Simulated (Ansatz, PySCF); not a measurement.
This Ansatz (a first-principles code) input computes a CCSD(T)/cc-pVDZ energy:

Ansatz 0.2 input:
```yaml
crystal:
  periodic: [false, false, false]
  atoms:
    - {symbol: C, position_ang: [0.04224489, -0.56967492, 0.04211330]}
    - {symbol: O, position_ang: [-0.04486502, 0.78779394, -0.03501777]}
    - {symbol: H, position_ang: [1.07433732, -0.94369547, -0.01301193]}
    - {symbol: H, position_ang: [-0.49479825, -0.99234206, 0.90297455]}
    - {symbol: H, position_ang: [-0.47408828, -0.94826445, -0.86250030]}
basis:
  gaussian:
    orbitals: cc-pVDZ
magnetization: {spin_polarized: true, initial_magnetization: 1}
correlation: {method: ccsd_t, electrons: outside_noble_gas}
```

Question: Write an input for the same energy in PySCF and say what it gives.

Answer: 
```python
from pyscf import gto, scf, mp, cc as ccmod

mol = gto.M(
    atom='''
    C     0.04224489   -0.56967492    0.04211330
    O    -0.04486502    0.78779394   -0.03501777
    H     1.07433732   -0.94369547   -0.01301193
    H    -0.49479825   -0.99234206    0.90297455
    H    -0.47408828   -0.94826445   -0.86250030
    ''',
    basis='cc-pvdz',
    charge=0,
    spin=1,
    verbose=4,
)

mf = scf.UHF(mol)
mf.conv_tol = 1e-10
mf.max_cycle = 100
mf.kernel()
mo, _, stable, _ = mf.stability(return_status=True)
if not stable:
    mf.kernel(mf.make_rdm1(mo, mf.mo_occ))
mp2 = mp.MP2(mf, frozen=2).run()
cc = ccmod.CCSD(mf, frozen=2)
cc.max_cycle = 100
cc.kernel()
et = cc.ccsd_t()
print(f'E(CCSD(T)) = {cc.e_tot + et:.9f}')
```
It gives -114.75483 Eh, and Ansatz -114.75483 Eh, a difference of 0.00 mEh.

It need not be the lowest isomer of its formula.
